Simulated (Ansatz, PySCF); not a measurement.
Stepwise substitution at one centre (Al Cl-SH). Gas-phase values, no solvent. One relaxed conformer stands for each flexible species; it need not be the lowest. Strings in code marks are SMILES.

Quantity: redistribution energy (mixed species minus the weighted end members), in kcal/mol.

Level 1: frozen-core CCSD(T)/cc-pVTZ // B3LYP-D3(BJ)/def2-TZVP (Ansatz, a program for electronic structure)
Level 2: PBE-D3(BJ)/def2-TZVP // B3LYP-D3(BJ)/def2-TZVP (PySCF)
Level 3: B3LYP/LANL2DZ // B3LYP-D3(BJ)/def2-TZVP (PySCF)
Level 4: HF/3-21G // B3LYP-D3(BJ)/def2-TZVP (PySCF)

```
species                                                                                        level 2  level 3  level 4
---------------------------------------------------------------------------------------------  -------  -------  -------
2 of 3 Cl replaced by SH: `[Al]([Cl])([SH])[SH]` (H–S–Al–Cl torsion 0°, Cl–Al–S–H torsion 0°)    -1.34    -1.89    -1.65
1 of 3 Cl replaced by SH: `[SH][Al]([Cl])[Cl]` (H–S–Al–Cl torsion 180°)                          -1.25    -1.50    -1.42
```

**Question.** What does level 1 give for each?

**Answer.** 
- 2 of 3 Cl replaced by SH: `[Al]([Cl])([SH])[SH]` (H–S–Al–Cl torsion 0°, Cl–Al–S–H torsion 0°): -1.13
- 1 of 3 Cl replaced by SH: `[SH][Al]([Cl])[Cl]` (H–S–Al–Cl torsion 180°): -1.09
